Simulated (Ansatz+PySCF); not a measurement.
Results of a calculation; reference values are marked as such.
## Ansatz (development build ahead of 0.2.0) run

```yaml
crystal:
  periodic: [false, false, false]
  atoms:
    - { symbol: O, position_ang: [0.0, 0.0, -2.13889] }
    - { symbol: O, position_ang: [0.0, 0.0, 2.13889] }
    - { symbol: Li, position_ang: [30.0, 0.0, -1.43806] }
    - { symbol: H, position_ang: [30.0, 0.0, 4.31418] }
basis:
  gaussian: { orbitals: "6-31G" }
magnetization:
  spin_polarized: true
  initial_magnetization: 2
hamiltonian:
  xc: hf
```

The input is written out in the form of the current development build from the run's settings.

Results

```json
{"Converged": "yes", "Total energy": "-157.49019 hartree", "Spin squared of the determinant": "4.007", "Stability test": "minimum", "Occupied orbitals by symmetry in an Abelian subgroup (alpha; beta)": "9 A' 2 A''; 9 A'"}
```

Caution: the unrestricted determinant is a mixture of spin states.
